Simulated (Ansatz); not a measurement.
A nudged elastic band was laid between two geometries of CH₃NSi (6 atoms, charge 0, multiplicity 1).

Theory: RKS CAM-B3LYP-D4/cc-pVDZ (Ansatz 0.2.0).

```
movable images  : 5
climbing image  : yes
spring          : 5.0 eV/Å²
optimiser       : quadratic models (default)
start path      : through a guess of the saddle point
force threshold : 0.05 eV/Å
iteration limit : 60
end points      : relaxed
```

First end point:

```xyz
6
Properties=species:S:1:pos:R:3
C -0.444 -0.958 -0.134
N 0.765 -1.016 0.265
Si 0.194 0.712 0.037
H -1.149 -1.775 -0.347
H 0.730 1.459 -1.124
H -0.054 1.514 1.257
```

Last end point:

```xyz
6
Properties=species:S:1:pos:R:3
C -0.429 -0.567 -0.135
N 0.509 0.109 -0.662
Si -0.766 1.256 0.424
H -0.560 -1.656 -0.219
H 1.286 -0.276 -1.202
H 0.002 1.071 1.748
```

(1) What changes between the two ends?

(2) What energy profile does the band end with?

(3) What is the geometry of the highest image?

Results:

(1) Bonds broken: Si3–H5. Bonds formed: N2–H5.

(2) It converged. The highest image is number 5 of 0 to 6, 1.42 eV above the first end and 1.03 eV above the last; the last end lies 0.39 eV above the first. The profile has 2 maxima (images 2, 5) with wells between them (image 4): this band takes more than one step, which may be the mechanism or a detour left from its start path. A vibrational analysis at the climbing image gives one clearly imaginary mode, 1064i cm⁻¹: a first-order saddle point. The orbitals stay closed-shell, which can raise the energy where a bond breaks towards radicals; this wasn't checked here.

```csv
image,path coordinate (Å),energy (eV),Si3–H5 (Å),N2–H5 (Å)
0,0.00,0.00,1.48,2.84
1,0.72,0.67,1.47,2.35
2,1.44,1.35,1.56,1.75
3,2.16,0.76,2.11,1.07
4,2.87,0.70,2.48,1.04
5,3.60,1.42,2.67,1.00
6,4.32,0.39,3.03,1.02
```

(3) 
```xyz
6
Properties=species:S:1:pos:R:3
C -0.457 -0.613 -0.108
N 0.634 -0.294 -0.656
Si -0.668 1.227 0.255
H -0.791 -1.666 -0.051
H 1.363 0.194 -1.139
H -0.040 1.087 1.653
```

The run took 5 min on 1 thread of Arm Neoverse N1, with other jobs on the host, peak memory 0.12 GiB.
